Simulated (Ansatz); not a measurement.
## A ladder of methods for BH5S (SMILES [BH3-][SH2+])

The species is BH5S (7 atoms), meant as a singlet with charge 0. As SMILES, `[BH3-][SH2+]`. The shape is that of a PBE0-D4/def2-TZVP optimisation.

```xyz
7

B    -0.5256   -0.4615   -0.5043
S     0.5686    0.9776    0.2909
H    -1.6232    0.0364   -0.4315
H    -0.3444   -1.4476    0.1597
H    -0.0754   -0.4821   -1.6245
H     0.2860    0.9038    1.6049
H     1.7754    0.4055    0.4589
```

Quantity: the energy change with the B1–H4 bond stretched from 1.203 to 1.804 Å, in eV. The values are calculated.

| level | kind | program | value (eV) | less FCI/STO-3G | CPU time (all runs) |
| --- | --- | --- | --- | --- | --- |
| HF/STO-3G (restricted) | Hartree–Fock | Ansatz | 3.39 | +0.82 | 0.58 s |
| SVWN5/STO-3G (restricted) | LDA | Ansatz | 2.68 | +0.11 | 1.6 s |
| BLYP/STO-3G (restricted) | GGA | Ansatz | 2.50 | -0.07 | 2.4 s |
| revPBE/STO-3G (restricted) | GGA | Ansatz | 2.53 | -0.04 | 2.4 s |
| r2SCAN/STO-3G (restricted) | meta-GGA | Ansatz | 2.74 | +0.17 | 5.2 s |
| r2SCAN0/STO-3G (restricted) | hybrid meta-GGA | Ansatz | 2.94 | +0.37 | 5.2 s |
| wB97X/STO-3G (restricted) | range-separated hybrid | Ansatz | 2.89 | +0.32 | 11 s |
| RPA@PBE/STO-3G (restricted) | RPA | Ansatz | 2.51 | -0.06 | 3.6 s |
| CCSD(T)/STO-3G (restricted) | coupled cluster or CI | Ansatz | 2.58 | +0.01 | 0.3 s |
| FCI/STO-3G | exact in the basis | Ansatz | 2.57 | 0.00 | 24 s |

FCI/STO-3G is exact within its basis and frozen core, so for wave-function methods in that basis the difference is their error; functionals converge differently with the basis, so for them it is only a difference. A spin-restricted reference rises too steeply as a bond breaks; here HF/STO-3G lie well above the multireference or unrestricted value. The first shape isn't each level's own minimum. The values span 2.50 to 3.39 eV. All rows use very small basis sets, so none should be taken for the real molecule's value. In so small a basis fixed costs decide the times, and correlated methods can beat functionals. CPU times are rough (shared hosts, several kinds of processor and program).
